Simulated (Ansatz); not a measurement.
Relaxation of BClH₄O (7 atoms, charge 0, multiplicity 1), to a largest force component of 0.03 eV/Å in at most 50 steps.

The calculation used RKS B3LYP-D4/def2-SVP in Ansatz 0.2.0.

```xyz
7
Properties=species:S:1:pos:R:3
B 0.096 0.385 -0.376
Cl -0.091 0.054 2.666
O 1.321 -0.076 -0.693
H 1.335 -0.984 -1.024
H -0.912 -0.261 -0.536
H 0.043 1.518 0.021
H 0.046 1.083 1.829
```

Problem. Where does it end, and by what steps?

Solution. The forces met the threshold. After 8 steps the energy has fallen by 0.039 eV; H7 moved furthest, 0.17 Å.

```tsv
step	energy less start (eV)	largest force component (eV/Å)	accepted
0	0.0000	0.786	yes
1	-0.0216	0.608	yes
2	0.0870	1.658	no
3	-0.0327	0.357	yes
4	-0.0356	0.310	yes
5	-0.0311	0.139	no
6	-0.0373	0.076	yes
7	-0.0385	0.124	yes
8	-0.0391	0.026	yes
```

```xyz
7
Properties=species:S:1:pos:R:3
B 0.089 0.383 -0.462
Cl -0.091 0.094 2.827
O 1.323 -0.085 -0.722
H 1.335 -0.992 -1.054
H -0.903 -0.276 -0.666
H 0.029 1.515 -0.039
H 0.055 1.080 2.003
```

Whether the end is a true minimum wasn't checked by a vibrational analysis.

Time of the run: 21 s on 1 thread of Intel(R) Xeon(R) Platinum 8259CL CPU @ 2.50GHz (Skylake/Cascade Lake) (shared host), peak memory 0.15 GiB.
